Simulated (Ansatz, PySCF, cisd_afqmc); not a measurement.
Species: C₂H₂O, charge 0, singlet. C2H2O (SMILES O=C=C).
B3LYP-D3(BJ)/def2-TZVP minimum from Ansatz (an electronic-structure program):
```xyz
5

C      0.0091     0.0017    -1.2056
C     -0.0008    -0.0001     0.1027
H      0.0282     0.9401    -1.7377
H     -0.0018    -0.9351    -1.7406
O     -0.0096    -0.0018     1.2620
```
Charge 0, spin multiplicity 1.

Atomisation energy term by term, kcal/mol (programs: Ansatz, cisd_afqmc). Radicals and triplets start from unrestricted determinants; spin-orbit coupling is neglected. Correlated methods leave the cores frozen. Rows without X2C or -DK are non-relativistic. AFQMC/CISD: phaseless, guided by CISD from CCSD amplitudes; bars are statistical, one sigma. Outlying blocks are dropped, and bars are widened where a walk drifts. Over all cases where full CI ran beside it in this data, AFQMC minus full CI had a median of +0.1 mEh and passed +0.4 mEh in a tenth of the cases. CBS(X,Y): correlation extrapolated as X^-3, Hartree-Fock from the larger set (Q,5: extrapolated as (X+1)exp(-9√X)). A bracket is a step between two methods taken in the basis named. 'core' is core correlation in cc-pwCVTZ, 'X2C' scalar relativity in cc-pVTZ-DK, both at CCSD(T). For partners of very few electrons the exact lower level stands in for a higher one.

| term | basis | kcal/mol |
|---|---|---|
| Hartree-Fock | CBS(cc-pVQZ,cc-pV5Z) | 371.65 |
| CCSD correlation | CBS(cc-pVQZ,cc-pV5Z) | 145.66 |
| (T) | CBS(cc-pVQZ,cc-pV5Z) | 13.13 |
| CCSDT(Q) - CCSD(T) | cc-pVDZ | 0.90 |
| core correlation | cc-pwCVTZ | 2.67 |
| scalar relativity | X2C, cc-pVTZ-DK | -0.47 |
| minus zero-point energy | Hessian by PySCF at B3LYP-D3(BJ)/def2-TZVP | -19.80 |
| sum: D0 |  | 513.7 |

The step beyond CCSD(T) by other levels: AFQMC/CISD in cc-pVDZ 0.55 ± 0.29 kcal/mol.
